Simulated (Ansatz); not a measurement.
**C₅H₁₂: a ladder of functionals and wavefunction methods**

One table from this session's results is given with a row withheld; the runs are named, their logs left out.

Computed with Ansatz 0.2.0, Gaussian basis. Level: functionals in def2-TZVPP, the program's frozen cores in correlated methods.

Plan: LDA (SPW92), PBE-D4, revPBE-D4, BLYP-D4, r2SCAN-D4, B97M-V, PBE0-D4, B3LYP-D4, r2SCANh-D4, r2SCAN0-D4, HSE06-D4, BHLYP-D4, CAM-B3LYP-D4, LC-ωPBE, ωB97X-V, ωB97M-V, B2PLYP, PBE-QIDH; CCSD(T)/def2-SVP; CCSD(T)/def2-TZVPP; MP2/def2-QZVPP; extrapolation to the limit; RPA on PBE.

## The geometry

An earlier PBE0-D4 in a triple-zeta def2 set relaxation fixed the geometry.

SMILES `CCCCC`, 17 atoms, charge 0, spin multiplicity 1.

Atoms are counted from 1 here; the program's logs count them from 0.

Bond lengths: C1–C2 1.519 Å, C1–H6 1.092 Å, C1–H7 1.094 Å, C1–H8 1.094 Å, C2–C3 1.521 Å, C2–H9 1.095 Å, C2–H10 1.097 Å, C3–C4 1.523 Å, C3–H11 1.096 Å, C3–H12 1.098 Å, C4–C5 1.520 Å, C4–H13 1.095 Å, C4–H14 1.097 Å, C5–H15 1.092 Å, C5–H16 1.094 Å, C5–H17 1.092 Å. Angles: C2–C1–H6 111.7°, C2–C1–H7 111.1°, C2–C1–H8 111.1°, H6–C1–H7 107.7°, H6–C1–H8 107.7°, H7–C1–H8 107.4°, C1–C2–C3 112.7°, C1–C2–H9 109.3°, C1–C2–H10 109.6°, C3–C2–H9 109.9°, C3–C2–H10 109.0°, H9–C2–H10 106.1°, C2–C3–C4 114.5°, C2–C3–H11 108.6°, C2–C3–H12 109.2°, C4–C3–H11 109.0°, C4–C3–H12 109.2°, H11–C3–H12 105.9° and more.

The first run:

Input file in.yaml:

```yaml
crystal:
  periodic: [false, false, false]
  atoms:
    - {symbol: C, position_ang: [-0.346907, 0.370198, 2.363295]}
    - {symbol: C, position_ang: [0.309990, 0.295783, 0.995782]}
    - {symbol: C, position_ang: [-0.427895, -0.629133, 0.039861]}
    - {symbol: C, position_ang: [0.234257, -0.789080, -1.322543]}
    - {symbol: C, position_ang: [0.269392, 0.486754, -2.148759]}
    - {symbol: H, position_ang: [0.198222, 1.035229, 3.037151]}
    - {symbol: H, position_ang: [-0.391150, -0.616525, 2.833194]}
    - {symbol: H, position_ang: [-1.372438, 0.742842, 2.287025]}
    - {symbol: H, position_ang: [0.370771, 1.302021, 0.568831]}
    - {symbol: H, position_ang: [1.344722, -0.051970, 1.102174]}
    - {symbol: H, position_ang: [-0.521669, -1.615473, 0.509496]}
    - {symbol: H, position_ang: [-1.453322, -0.261818, -0.097104]}
    - {symbol: H, position_ang: [-0.297269, -1.564340, -1.884340]}
    - {symbol: H, position_ang: [1.255480, -1.163555, -1.183422]}
    - {symbol: H, position_ang: [0.868354, 1.265160, -1.670741]}
    - {symbol: H, position_ang: [-0.738636, 0.887340, -2.292569]}
    - {symbol: H, position_ang: [0.698086, 0.306560, -3.137330]}
basis:
  gaussian: {orbitals: def2-TZVPP}
hamiltonian: {xc: lda}
output: {orbitals: {seedname: orbitals}}
```

Command:

```
$ ansatz run in.yaml --threads 2 --pin off --events-out ev --progress --plain --max-ram 32768MiB --backend cuda --devices 0, --max-vram 18GiB
```

Steps of the session up to this table: LDA; PBE-D4 (GGA); revPBE-D4 (GGA); BLYP-D4 (GGA); r2SCAN-D4 (meta-GGA); B97M-V (meta-GGA); PBE0-D4 (hybrid); B3LYP-D4 (hybrid); r2SCANh-D4 (hybrid); r2SCAN0-D4 (hybrid); HSE06-D4 (hybrid); BHLYP-D4 (hybrid); CAM-B3LYP-D4 (range-separated); LC-ωPBE (range-separated); ωB97X-V (range-separated); ωB97M-V (range-separated); B2PLYP (double hybrid); PBE-QIDH (double hybrid).

One of the session's tables, all rows but one given; the rest of the session is left out.

It belongs to the step «Orbital energies across the functionals». 

| functional | HOMO (eV) | LUMO (eV) | gap (eV) |
| --- | --- | --- | --- |
| LDA (SPW92) | -7.41 | 0.33 | 7.73 |
| PBE-D4 | -7.37 | 0.49 | 7.86 |
| revPBE-D4 | -7.34 | 0.57 | 7.91 |
| BLYP-D4 | -7.31 | 0.48 | 7.78 |
| r2SCAN-D4 | -7.65 | 1.26 | 8.91 |
| B97M-V | ? | ? | ? |
| PBE0-D4 | -8.74 | 1.28 | 10.02 |
| B3LYP-D4 | -8.56 | 0.94 | 9.50 |
| r2SCANh-D4 | -8.16 | 1.48 | 9.64 |
| r2SCAN0-D4 | -8.92 | 1.79 | 10.71 |
| HSE06-D4 | -8.34 | 0.91 | 9.25 |
| BHLYP-D4 | -10.08 | 1.86 | 11.95 |
| CAM-B3LYP-D4 | -10.17 | 2.03 | 12.20 |
| LC-ωPBE | -11.51 | 3.33 | 14.84 |
| ωB97X-V | -11.18 | 3.11 | 14.29 |
| ωB97M-V | -11.05 | 2.69 | 13.74 |

Q: Estimate the row for B97M-V from the others.

The run gave: HOMO (eV): -7.80; LUMO (eV): 0.63; gap (eV): 8.43. In the column «HOMO (eV)» it lies between r2SCANh-D4 (-8.16) and r2SCAN-D4 (-7.65).
